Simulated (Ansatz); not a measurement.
Reaction (SMILES): [C](F)(F)F → C atom + 3 F atom
B3LYP-D3(BJ)/def2-TZVP geometries, fixed; electronic energies without zero-point terms.

Energies in hartree at B3LYP with Ansatz (a first-principles code); the atomisation energy is their sum with the coefficients shown, times 627.509 kcal/mol a hartree. All functions are spherical. The program fits the integrals of some runs and decomposes those of others, by size. Open shells are unrestricted. No added dispersion term, no relativity.

| species | coefficient | part | cc-pVDZ | cc-pVTZ | cc-pVQZ |
|---|---|---|---|---|---|
| F[C](F)F | -1 | B3LYP | -337.57485 | -337.69627 | -337.72689 |
| C atom | +1 | B3LYP | -37.85197 | -37.85857 | -37.86059 |
| F atom | +3 | B3LYP | -99.72660 | -99.76286 | -99.77252 |

### Question
Predict the atomisation energy in cc-pV5Z (X = 5): let each B3LYP step shrink by the ratio of the last two. Compare with the run.

### Answer

- F[C](F)F: steps -0.12142 and -0.03062, ratio 0.252, so B3LYP -337.73461 (run: -337.73660).
- C atom: steps -0.00660 and -0.00202, ratio 0.306, so B3LYP -37.86121 (run: -37.86151).
- F atom: steps -0.03626 and -0.00966, ratio 0.266, so B3LYP -99.77509 (run: -99.77582).
Predicted 343.96 kcal/mol; the run in cc-pV5Z gives 343.64, a miss of 0.31. Keeping the value in cc-pVQZ, 344.34, would miss by 0.70. All sums are of the energies as printed.
